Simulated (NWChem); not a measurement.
Program: NWChem. System: CH6Si, charge 0, spin multiplicity 1, at a geometry optimised with B3LYP/def2-SVP. The structure started from a generated list of species. Level: TD-B3LYP/def2-SVPD, VWN1-RPA local correlation.

Output (cleaned and shortened):

```
             Northwest Computational Chemistry Package (NWChem) 7.3.0
             --------------------------------------------------------

                                NWChem Input Module
                                -------------------

 Scaling coordinates for geometry "geometry" by  1.889725989
 (inverse scale =  0.529177249)

 Turning off AUTOSYM since
 SYMMETRY directive was detected!

                             Geometry "geometry" -> ""
                             -------------------------

 Output coordinates in angstroms (scale by  1.889725989 to convert to a.u.)

  No.       Tag          Charge          X              Y              Z
 ---- ---------------- ---------- -------------- -------------- --------------
    1 Si                  14.0000     0.63724000     0.03631200     0.00000000
    2 C                    6.0000    -1.24835500    -0.07114500     0.00000000
    3 H                    1.0000     1.12366500     0.76403800     1.21045100
    4 H                    1.0000     1.12366500     0.76403800    -1.21045100
    5 H                    1.0000     1.24297700    -1.32914600     0.00000000
    6 H                    1.0000    -1.61124600    -0.60730500     0.89142800
    7 H                    1.0000    -1.61124600    -0.60730500    -0.89142800
    8 H                    1.0000    -1.69904600     0.93417900     0.00000000

 Effective nuclear repulsion energy (a.u.)      62.3589443183

            Nuclear Dipole moment (a.u.)
            ----------------------------
        X                 Y               Z
 ---------------- ---------------- ----------------
    -0.0000018897    -0.0000056692     0.0000000000

      Symmetry information
      --------------------

 Group name             Cs
 Group number              2
 Group order               2
 No. of unique centers     6

      Symmetry unique atoms

     1    2    3    5    6    8


 Summary of "ao basis" -> "" (spherical)
 ------------------------------------------------------------------------------
       Tag                 Description            Shells   Functions and Types
 ---------------- ------------------------------  ------  ---------------------
 *                         def2-svpd                  on all atoms

                                 NWChem DFT Module
                                 -----------------

 Summary of "ao basis" -> "ao basis" (spherical)
 ------------------------------------------------------------------------------
       Tag                 Description            Shells   Functions and Types
 ---------------- ------------------------------  ------  ---------------------
 Si                        def2-svpd                10       24   5s3p2d
 C                         def2-svpd                 8       20   4s2p2d
 H                         def2-svpd                 4        8   2s2p

 Summary of "ao basis" -> "ao basis" (spherical)
 ------------------------------------------------------------------------------
       Tag                 Description            Shells   Functions and Types
 ---------------- ------------------------------  ------  ---------------------
 Si                        def2-svpd                10       24   5s3p2d
 C                         def2-svpd                 8       20   4s2p2d
 H                         def2-svpd                 4        8   2s2p

      Symmetry analysis of basis
      --------------------------

        a'         59
        a"         33

            General Information
            -------------------
          SCF calculation type: DFT
          Wavefunction type:  closed shell.
          No. of atoms     :     8
          No. of electrons :    26
           Alpha electrons :    13
            Beta electrons :    13
          Charge           :     0
          Spin multiplicity:     1
          Use of symmetry is: off; symmetry adaption is: on
          Maximum number of iterations: 100
          AO basis - number of functions:    92
                     number of shells:    42
          Convergence on energy requested:  1.00D-06
          Convergence on density requested:  1.00D-05
          Convergence on gradient requested:  5.00D-04

              XC Information
[...]
--------------------------------------------------------
  No. Spin  Occ  Vir  Irrep   E(Occ)    E(Vir)   E(Diff)
--------------------------------------------------------
    1    1   13   14 a'       -0.330     0.006     9.162
    2    1   12   14 a"       -0.336     0.006     9.319
    3    1   11   14 a'       -0.336     0.006     9.319
    4    1   13   15 a'       -0.330     0.029     9.772
    5    1   12   15 a"       -0.336     0.029     9.929
--------------------------------------------------------

  Entering Davidson iterations
  Restricted singlet excited states

  Iter   NTrls   NConv    DeltaV     DeltaE      Time
  ----  ------  ------  ---------  ---------  ---------
    1      5       0     0.14E+00   0.10+100        3.3
    2     15       0     0.27E-01   0.93E-02        5.0
    3     25       0     0.16E-01   0.79E-03        4.9
    4     35       0     0.49E-02   0.10E-03        5.0
    5     45       0     0.19E-02   0.25E-04        5.0
    6     55       0     0.10E-02   0.20E-05        4.9
    7     65       0     0.22E-01   0.12E-02        5.0
    8     75       2     0.66E-02   0.39E-03        5.0
    9     81       4     0.26E-02   0.29E-04        3.6
   10     83       4     0.12E-02   0.29E-05        2.2
   11     85       4     0.48E-03   0.43E-06        2.2
   12     87       4     0.18E-03   0.92E-07        2.2
   13     89       5     0.74E-04   0.11E-07        2.2
  ----  ------  ------  ---------  ---------  ---------
  Convergence criterion met

  Ground state a'       -331.112668416649 a.u.

  ----------------------------------------------------------------------------
  Root   1 singlet a'             0.302293805 a.u.                8.2258 eV
  ----------------------------------------------------------------------------
     Transition Moments    X -0.56521   Y -0.03224   Z  0.00000
     Transition Moments   XX  1.08153  XY  0.01753  XZ -0.00000
     Transition Moments   YY  0.77040  YZ  0.00000  ZZ  0.76900
     Dipole Oscillator Strength                    0.0645913239
     Electric Quadrupole                           0.0000000048
     Magnetic Dipole                               0.0000000000
     Total Oscillator Strength                     0.0645913287

          sigma_e =   2.7919 Angstrom
          sigma_h =   1.5185 Angstrom
         |d_h->e| =   0.1389 Angstrom
            d_exc =   3.1953 Angstrom
            d_CD1 =   1.4123 Angstrom
            d_CD2 =  -2.0163 Angstrom
            d_CD3 =   3.3342 Angstrom
     Pearson C.C. =  -0.0106

     Occ.   13  a'  ---  Virt.   14  a'  -0.99482 X
  ----------------------------------------------------------------------------
  Root   2 singlet a"             0.305682568 a.u.                8.3180 eV
  ----------------------------------------------------------------------------
     Transition Moments    X  0.00000   Y -0.00000   Z  0.28943
     Transition Moments   XX  0.00000  XY -0.00000  XZ  0.85440
     Transition Moments   YY  0.00000  YZ  1.08610  ZZ -0.00000
     Dipole Oscillator Strength                    0.0170715191
     Electric Quadrupole                           0.0000002905
     Magnetic Dipole                               0.0000053531
     Total Oscillator Strength                     0.0170771626

          sigma_e =   2.7101 Angstrom
          sigma_h =   1.6547 Angstrom
         |d_h->e| =   1.1098 Angstrom
            d_exc =   3.3323 Angstrom
            d_CD1 =   2.1652 Angstrom
            d_CD2 =  -1.0726 Angstrom
            d_CD3 =   4.4421 Angstrom
     Pearson C.C. =   0.0235

     Occ.   12  a"  ---  Virt.   14  a'   0.98645 X
     Occ.   12  a"  ---  Virt.   15  a'  -0.06504 X
     Occ.   12  a"  ---  Virt.   18  a'   0.08311 X
     Occ.   13  a'  ---  Virt.   16  a"  -0.08269 X
  ----------------------------------------------------------------------------
  Root   3 singlet a'             0.305683197 a.u.                8.3181 eV
  ----------------------------------------------------------------------------
     Transition Moments    X  0.01657   Y -0.28893   Z -0.00000
     Transition Moments   XX  0.10704  XY -0.96772  XZ -0.00000
     Transition Moments   YY  0.92834  YZ -0.00000  ZZ -1.03591
     Dipole Oscillator Strength                    0.0170687055
     Electric Quadrupole                           0.0000002905
     Magnetic Dipole                               0.0000053530
     Total Oscillator Strength                     0.0170743490

          sigma_e =   2.7101 Angstrom
          sigma_h =   1.6548 Angstrom
         |d_h->e| =   1.1098 Angstrom
            d_exc =   3.3323 Angstrom
            d_CD1 =   2.1652 Angstrom
            d_CD2 =  -1.0726 Angstrom
            d_CD3 =   4.4421 Angstrom
     Pearson C.C. =   0.0235

     Occ.   11  a'  ---  Virt.   14  a'   0.98645 X
     Occ.   11  a'  ---  Virt.   15  a'  -0.06504 X
     Occ.   11  a'  ---  Virt.   18  a'   0.08311 X
     Occ.   13  a'  ---  Virt.   17  a'   0.08268 X
  ----------------------------------------------------------------------------
  Root   4 singlet a'             0.328813499 a.u.                8.9475 eV
  ----------------------------------------------------------------------------
     Transition Moments    X  0.03617   Y -0.62614   Z  0.00002
     Transition Moments   XX  0.24772  XY -2.19411  XZ  0.00006
     Transition Moments   YY  0.69701  YZ  0.00003  ZZ -0.94438
     Dipole Oscillator Strength                    0.0862276108
     Electric Quadrupole                           0.0000010476
     Magnetic Dipole                               0.0000000923
     Total Oscillator Strength                     0.0862287508

          sigma_e =   2.7561 Angstrom
          sigma_h =   1.6320 Angstrom
         |d_h->e| =   0.9882 Angstrom
            d_exc =   3.3197 Angstrom
            d_CD1 =   2.1123 Angstrom
            d_CD2 =  -1.2059 Angstrom
            d_CD3 =   4.3079 Angstrom
     Pearson C.C. =   0.0240

     Occ.   11  a'  ---  Virt.   14  a'   0.08546 X
     Occ.   11  a'  ---  Virt.   15  a'   0.97965 X
     Occ.   11  a'  ---  Virt.   18  a'  -0.09477 X
     Occ.   13  a'  ---  Virt.   17  a'  -0.13689 X
     Occ.   13  a'  ---  Virt.   19  a'  -0.05117 X
  ----------------------------------------------------------------------------
  Root   5 singlet a"             0.328813764 a.u.                8.9475 eV
  ----------------------------------------------------------------------------
     Transition Moments    X -0.00000   Y  0.00002   Z  0.62718
     Transition Moments   XX -0.00001  XY  0.00006  XZ  2.09703
     Transition Moments   YY -0.00002  YZ  1.06576  ZZ  0.00003
     Dipole Oscillator Strength                    0.0862263922
     Electric Quadrupole                           0.0000010475
     Magnetic Dipole                               0.0000000924
     Total Oscillator Strength                     0.0862275321

          sigma_e =   2.7561 Angstrom
          sigma_h =   1.6321 Angstrom
         |d_h->e| =   0.9881 Angstrom
            d_exc =   3.3197 Angstrom
            d_CD1 =   2.1121 Angstrom
            d_CD2 =  -1.2060 Angstrom
            d_CD3 =   4.3077 Angstrom
     Pearson C.C. =   0.0240

     Occ.   12  a"  ---  Virt.   14  a'   0.08547 X
     Occ.   12  a"  ---  Virt.   15  a'   0.97964 X
     Occ.   12  a"  ---  Virt.   18  a'  -0.09477 X
     Occ.   13  a'  ---  Virt.   16  a"   0.13696 X
     Occ.   13  a'  ---  Virt.   20  a"  -0.05117 X

              Target root =      1
          Target symmetry = none
      Ground state energy =   -331.112668416649
        Excitation energy =      0.302293804545
     Excited state energy =   -330.810374612104

  stored tddft:energy   -330.81037461210417

 Task  times  cpu:       53.8s     wall:       53.8s

 Total times  cpu:       53.8s     wall:       53.8s
```

Write an NWChem input that would produce this output.

Several could match; the one computed here: 
```
start mol
memory heap 200 mb stack 900 mb global 1100 mb
geometry units angstroms nocenter noautoz
  Si     0.637240     0.036312     0.000000
  C     -1.248355    -0.071145     0.000000
  H      1.123665     0.764038     1.210451
  H      1.123665     0.764038    -1.210451
  H      1.242977    -1.329146     0.000000
  H     -1.611246    -0.607305     0.891428
  H     -1.611246    -0.607305    -0.891428
  H     -1.699046     0.934179     0.000000
  symmetry group Cs
end
basis spherical
  * library def2-svpd
end
dft
  xc b3lyp
  semidirect memsize 60000000 filesize 0
  iterations 100
end
tddft
  rpa
  nroots 5
  notriplet
  thresh 1e-4
end
task tddft energy
```
